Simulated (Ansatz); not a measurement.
Barrier NH2 (SMILES [NH2]) + C2H5 (SMILES [CH2]C) via C2H7N, on the benchmark's geometries as Psi4's copy gives them; open shells unrestricted, no zero-point energy, no spin–orbit coupling.
Transition structure (charge 0, multiplicity 3):
```tsv
atom	x (Å)	y (Å)	z (Å)
C	-1.3950	-0.4497	0.0007
C	-0.4357	0.7141	0.0020
N	1.9276	-0.3784	0.0030
H	-1.2001	-1.1210	-0.8357
H	-1.3221	-1.0279	0.9218
H	-2.4287	-0.1054	-0.0893
H	-0.4177	1.3085	-0.9072
H	-0.4411	1.3291	0.8975
H	0.8285	0.1806	-0.0286
H	2.4726	0.4981	0.0039
```

Cores are frozen in the correlated methods. CBS(a, b) extrapolates the correlation energy as X⁻³ and adds the Hartree–Fock energy of set b. MP2 and its Hartree–Fock in aug-cc-pVQZ, aug-cc-pVTZ are density fitted.

Programs: Ansatz (a program for electronic structure). Values without a source in brackets are computed.

Barrier heights (kcal/mol): PBE/def2-TZVPPD 2.95; B3LYP/def2-TZVPPD 8.25; wB97M-V/def2-TZVPPD 8.88; MP2/CBS(aug-cc-pVTZ, aug-cc-pVQZ) + ΔCCSD(T)/aug-cc-pVDZ 9.87.

**Question.** With all else equal, by what factor does exp(−ΔE‡/RT) at 298.15 K differ from its value at MP2/CBS(aug-cc-pVTZ, aug-cc-pVQZ) + ΔCCSD(T)/aug-cc-pVDZ?

**Answer.** 
RT = 0.5925 kcal/mol, so the factor is exp(−(ΔE‡ − 9.87)/RT): PBE/def2-TZVPPD 120000; B3LYP/def2-TZVPPD 15; wB97M-V/def2-TZVPPD 5.3. Each 1.36 kcal/mol is a factor of ten. MP2/CBS(aug-cc-pVTZ, aug-cc-pVQZ) + ΔCCSD(T)/aug-cc-pVDZ is the comparison, a level with limits of its own.
